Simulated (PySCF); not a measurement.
A GIAO shielding run with PySCF 2.14 (density fitting, non-relativistic, gas phase) on `O=C(O)C1=CC1`, C4H4O2:

```
$ OMP_NUM_THREADS=1 python probes_run.py task.json out

{"job": {"kind": "nmr", "xc": "PBE0", "basis": "pcSseg-1", "pop": false}, "charge": 0, "multiplicity": 1}
O      1.766388    -0.866219     1.017155
C      1.270187    -0.024903     0.316370
O      1.956835     1.007994    -0.192781
C     -0.129325     0.014501    -0.072521
C     -1.134200    -0.316752    -0.829848
C     -1.493004     0.538206     0.339314
H      2.885750     0.961840     0.085242
H     -1.499158    -0.825259    -1.686796
H     -1.982015     0.097064     1.199649
H     -1.714703     1.588915     0.193104
```

Hardware: 1 thread of an Arm Neoverse V2, shared host. The job also computes ring-centre shieldings.

Problem. How large is the calculation?

Solution. 44 electrons, 122 basis functions and 630 auxiliary functions.

Problem. How long does it take?

Solution. 7.3 s of wall time, with 14 SCF cycles and 5 response iterations. Times on a shared host scatter by some tens of per cent.

Problem. And these other runs on the same molecule and hardware: spin–spin coupling at B3LYP/pcJ-1?

Solution. B3LYP/pcJ-1: 202 functions, 16 s.
